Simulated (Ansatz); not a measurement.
# AlH3− (quartet): from Hartree-Fock to the top rungs, aug-cc-pVDZ

How much of the correlation energy of AlH3− (quartet) does each wave-function method recover here?

The runs use Ansatz 0.2.0, Gaussian basis; aug-cc-pVDZ, core rule «outside noble gas», up to 5 orbitals frozen.

To be run: UHF; CCSD(T) on ROHF; CCSD(T) on UHF; BCCD(T) on ROHF; CISD; CCSDT(Q) on ROHF; CCSDT(Q) on UHF; CASSCF and MRCISD+Q, 7 electrons in 7 orbitals; CASSCF and NEVPT2, 7 electrons in 7 orbitals.

20 further runs of the same task are left out: 3 for a known fault of the program, 5 that didn't finish, 12 set aside as unsound or not needed.

### Step 1. The system

The geometry is a PBE0/def2-TZVPD stationary point (not a proven minimum) of the parent state, kept for this charge and spin.

4 atoms, charge -1, spin multiplicity 4.

Atoms are counted from 1 here; the program's logs count them from 0.

Bond lengths: Al1–H2 1.640 Å, Al1–H3 1.640 Å, Al1–H4 1.640 Å. Angles: H2–Al1–H3 110.9°, H2–Al1–H4 110.9°, H3–Al1–H4 110.9°.

Geometry (Å):

```xyz
4
charge -1, multiplicity 4
Al    0.00009   -0.00012   -0.05093
H     1.55916    0.01274    0.45717
H    -0.79091    1.34613    0.45005
H    -0.77063   -1.35579    0.45619
```

### Step 2. UHF

The input, in.yaml:

```yaml
crystal:
  periodic: [false, false, false]
  atoms:
    - {symbol: Al, position_ang: [0.000089, -0.000115, -0.050932]}
    - {symbol: H, position_ang: [1.559162, 0.012743, 0.457166]}
    - {symbol: H, position_ang: [-0.790913, 1.346129, 0.450047]}
    - {symbol: H, position_ang: [-0.770631, -1.355790, 0.456190]}
basis:
  gaussian: {orbitals: aug-cc-pVDZ}
total_charge: -1
magnetization: {spin_polarized: true, initial_magnetization: 3}
hamiltonian: {xc: hf}
output: {orbitals: {seedname: orbitals}}
```

Launch:

```sh
> ansatz run in.yaml --threads 1 --pin off --events-out ev --progress --plain --max-ram 2393MiB
```

After this run come: CCSD(T) on ROHF; CCSD(T) on UHF; BCCD(T) on ROHF; CISD; CCSDT(Q) on ROHF; CCSDT(Q) on UHF; CASSCF and MRCISD+Q, 7 electrons in 7 orbitals; CASSCF and NEVPT2, 7 electrons in 7 orbitals.

Q: Predict the results of all the runs planned. Wanted: UCCSDT(Q) below the RHF energy; RMP2 from UCCSDT(Q); UMP2 from UCCSDT(Q); RCCSD from UCCSDT(Q); RCCSD(T) from UCCSDT(Q); UCCSD(T) from UCCSDT(Q); RCCSDT(Q) from UCCSDT(Q); NEVPT2 valence from UCCSDT(Q); MRCISD+Q valence from UCCSDT(Q).

As calculated:

| quantity | value |
| --- | --- |
| UCCSDT(Q) below the RHF energy | -2.7906 eV |
| RMP2 from UCCSDT(Q) | +20.53 kcal/mol |
| UMP2 from UCCSDT(Q) | +19.97 kcal/mol |
| RCCSD from UCCSDT(Q) | +3.26 kcal/mol |
| RCCSD(T) from UCCSDT(Q) | +1.28 kcal/mol |
| UCCSD(T) from UCCSDT(Q) | +1.25 kcal/mol |
| RCCSDT(Q) from UCCSDT(Q) | +0.02 kcal/mol |
| NEVPT2 valence from UCCSDT(Q) | +17.91 kcal/mol |
| MRCISD+Q valence from UCCSDT(Q) | +2.24 kcal/mol |
| levels within 1 kcal/mol (43 meV) | RCCSDT, UCCSDT, RCCSDT(Q) |
| T1 diagnostic | 0.056 |
| effectively unpaired electrons | 3.01 |

In words: RCCSD(T) lands +1.28 kcal/mol from the yardstick (2.0 % of the correlation energy). The occupations are near whole numbers, but T1 = 0.056 shows that the orbitals relax strongly. Of the multireference levels listed MRCISD+Q valence comes nearest in total energy (+2.24 kcal/mol), which doesn't show that its space is the better one. These misses are within one basis, not against nature; the frozen cores of restricted and unrestricted runs differ, which can shift their rows. The highest orbital lies above zero: the basis alone holds the extra electron.
